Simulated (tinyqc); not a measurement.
Inside a calculation. Method: CIS and TDHF on RHF in the sto-3g basis, frozen core, for BH2+, spin multiplicity 1. One step of it, computed by the program tinyqc.

Problem. CIS matrix, singlets. A(ia,jb) = (e_a - e_i) d_ij d_ab + 2 (ia|jb) - (ij|ab).

orbital energies (hartree): MO1 -7.953529, MO2 -1.004211, MO3 -0.872767, MO4 -0.232613, MO5 -0.180118, MO6 0.255812, MO7 0.406150

Two-electron integrals over orbitals (pq|rs), unique and non-zero (hartree); the lowest 1 orbital is frozen and left out:
```
(22|22) 0.479103    (32|32) 0.147828    (33|22) 0.475384    (33|33) 0.496635
(42|22) 0.023624    (42|33) 0.016596    (42|42) 0.069333    (43|32) 0.018913
(43|43) 0.027962    (44|22) 0.450688    (44|33) 0.438576    (44|42) -0.066460
(44|44) 0.590240    (52|52) 0.075012    (53|53) 0.020150    (54|52) -0.028055
(54|54) 0.040878    (55|22) 0.475535    (55|33) 0.448517    (55|42) -0.029330
(55|44) 0.513539    (55|55) 0.586773    (62|22) 0.041903    (62|33) 0.006195
(62|42) -0.001200   (62|44) 0.063727    (62|55) 0.095657    (62|62) 0.086932
(63|32) -0.072501   (63|43) -0.021127   (63|63) 0.077762    (64|22) 0.023241
(64|33) 0.004277    (64|42) 0.012450    (64|44) 0.027764    (64|55) 0.031224
(64|62) 0.044237    (64|64) 0.030740    (65|52) 0.053993    (65|54) -0.012420
(65|65) 0.046295    (66|22) 0.484785    (66|33) 0.480990    (66|42) 0.056401
(66|44) 0.418306    (66|55) 0.454157    (66|62) 0.023841    (66|64) 0.022111
(66|66) 0.533929    (72|32) -0.019613   (72|43) -0.028022   (72|63) 0.051320
(72|72) 0.053312    (73|22) 0.035831    (73|33) 0.024684    (73|42) -0.047240
(73|44) 0.102917    (73|55) 0.102182    (73|62) 0.069977    (73|64) 0.027677
(73|66) -0.009171   (73|73) 0.105290    (74|32) -0.064507   (74|43) 0.009072
(74|63) 0.035575    (74|72) 0.002657    (74|74) 0.049536    (75|53) 0.016651
(75|75) 0.018290    (76|32) 0.122346    (76|43) 0.029859    (76|63) -0.084660
(76|72) -0.045006   (76|74) -0.052373   (76|76) 0.129459    (77|22) 0.476019
(77|33) 0.497130    (77|42) -0.000602   (77|44) 0.471835    (77|55) 0.468296
(77|62) 0.006856    (77|64) -0.000079   (77|66) 0.490837    (77|73) 0.034703
(77|77) 0.528233
```

Give: CIS matrix A, singlet.

Solution.

CIS matrix A, singlet (hartree):
```
         2>4     2>5      2>6      2>7      3>4     3>5      3>6      3>7
2>4   0.4596  0.0000  -0.0256   0.0000   0.0000  0.0000   0.0000  -0.0300
2>5   0.0000  0.4986   0.0000   0.0000   0.0000  0.0000   0.0000   0.0000
2>6  -0.0256  0.0000   0.9491   0.0000   0.0000  0.0000   0.0000   0.0176
2>7   0.0000  0.0000   0.0000   1.0410   0.0085  0.0000  -0.0197   0.0000
3>4   0.0000  0.0000   0.0000   0.0085   0.2575  0.0000  -0.0465   0.0000
3>5   0.0000  0.0000   0.0000   0.0000   0.0000  0.2844   0.0000   0.0000
3>6   0.0000  0.0000   0.0000  -0.0197  -0.0465  0.0000   0.8031   0.0000
3>7  -0.0300  0.0000   0.0176   0.0000   0.0000  0.0000   0.0000   0.9924
```
